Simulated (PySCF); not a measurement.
Species: C2H3NO2.
Atom-mapped SMILES: `[H]/[N:1]=[CH:2]/[O:3][CH:4]=[O:5]` (hydrogens: H6 on N1; H7 on C2; H8 on C4)

Theory: EOM-IP-CCSD/aug-cc-pVDZ in PySCF, restricted Hartree–Fock reference, 5 core orbitals frozen, non-relativistic, gas phase, PBE0-D3(BJ)/def2-SVP geometry.

Hartree–Fock orbital energies give these Koopmans values (eV): HOMO 11.89, HOMO-1 11.96, HOMO-2 13.60, HOMO-3 14.42, HOMO-4 15.92, HOMO-5 18.20, HOMO-6 18.58, HOMO-7 18.79.

Task: What vertical ionisation energies does EOM-IP-CCSD give?

Result: 
```
leading hole (HF orbital)  Koopmans (eV)  EOM-IP-CCSD (eV)  change (eV)  one-hole share
                     HOMO          11.89             10.30        -1.59            0.95
                   HOMO-1          11.96             11.29        -0.67            0.95
                   HOMO-2          13.60             11.81        -1.79            0.94
                   HOMO-3          14.42             13.68        -0.74            0.94
                   HOMO-4          15.92             13.91        -2.01            0.95
                   HOMO-5          18.20             16.32        -1.88            0.92
                   HOMO-7          18.79             16.54        -2.25            0.94
                   HOMO-6          18.58             16.93        -1.65            0.94
```

Task: Does the order of the lines follow the orbital energies?

Result: No: the HOMO-7 hole (16.54 eV) falls below the HOMO-6 hole (16.93 eV). The corrections run from -2.25 to -0.67 eV, with a mean of -1.57 eV over the 8 lines; no line lies above its Koopmans value.

Task: At what kinetic energies would He II light (40.81 eV) eject these electrons?

Result: 30.51 eV (HOMO), 29.52 eV (HOMO-1), 29.00 eV (HOMO-2), 27.13 eV (HOMO-3), 26.90 eV (HOMO-4), 24.49 eV (HOMO-5), 24.27 eV (HOMO-7), 23.88 eV (HOMO-6).

Task: What total energy has the lowest final state, and which wavelength reaches it?

Result: E(CCSD) + ionisation energy = -282.52008 + 0.37844 = -282.14164 Eh, at the geometry of the initial state. The threshold wavelength is 1239.84 eV nm/10.30 eV = 120.4 nm.

One root was sought for each valence orbital with −ε under 21 eV, eight at most, so deeper holes and satellites are missing; no vibrational structure.

Conformer computed: `[H]/[N:1]=[CH:2]/[O:3][CH:4]=[O:5]`: N1–C2–O3–C4 3°, C2–O3–C4–O5 1°.

One conformer stands for the species.
